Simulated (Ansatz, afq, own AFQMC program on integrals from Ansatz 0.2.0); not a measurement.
## BH₄, doublet in cc-pVTZ, levels against CCSDT(Q)

```xyz
5

B    -0.1911    0.0000    0.0000
H    -0.7878    1.0336    0.0000
H    -0.7878   -1.0336    0.0000
H     1.3669    0.0000    0.0000
H     2.2579    0.0000    0.0000
```

Basis cc-pVTZ. Only valence electrons are correlated. Integrals, coupled cluster, full CI and functionals: Ansatz 0.2.0; the random walks run on the same integrals in our own AFQMC program. The CISD trial takes its coefficients from CCSD amplitudes. Released means that phaseless walkers are propagated on without the constraint, phases kept. ± is one standard error of the sampling.

Determinant: UHF, the one that the program's search chose, which needn't be the lowest solution. The geometry is a point of a scan.

No full CI on the walks' own integrals is used here; CCSDT(Q) serves as the reference and is uncertain by about the last step of the cluster series.

- T1 diagnostic: 0.0147
- weight of the determinant in the CISD state: 0.925
- ⟨S²⟩ of the determinant: 0.780
- size of the correlated space: 7 electrons in 85 orbitals

```json
{"level": "MP2", "correlation energy (eV)": "-3.3287"}
{"level": "CCSD", "correlation energy (eV)": "-4.0773"}
{"level": "CCSD(T)", "correlation energy (eV)": "-4.1621"}
```

(1) Estimate where phaseless AFQMC with a CISD trial lies against CCSD(T) on the same integrals.

(1) 0.35 ± 0.04 kcal/mol below CCSD(T).

Reference: CCSDT(Q), correlation energy -4.181 eV. The released energy is read at 2.40 1/Eh (meV from the phaseless value at times in 1/Eh: -2.6 ± 1.8 at 0.24, -4.3 ± 2.0 at 0.51, -3.1 ± 1.5 at 0.99, -4.1 ± 1.7 at 1.62, -4.2 ± 1.9 at 2.40).

```json
{"level": "CCSD(T)", "E − E(reference) (kcal/mol)": "0.44", "share of correlation (%)": "99.54"}
{"level": "CCSDT", "E − E(reference) (kcal/mol)": "0.04", "share of correlation (%)": "99.96"}
{"level": "ph-AFQMC/CISD", "E − E(reference) (kcal/mol)": "0.09 ± 0.04", "share of correlation (%)": "99.91"}
{"level": "released AFQMC", "E − E(reference) (kcal/mol)": "-0.01 ± 0.04", "share of correlation (%)": "100.01"}
```

A walk keeps the symmetry of its determinant, which the program's search chose and which needn't be the lowest solution, so a lower state of the same spin and another symmetry isn't excluded. Released energies are given only where the last usable release times agree within the noise; a slower fall can still hide under it.
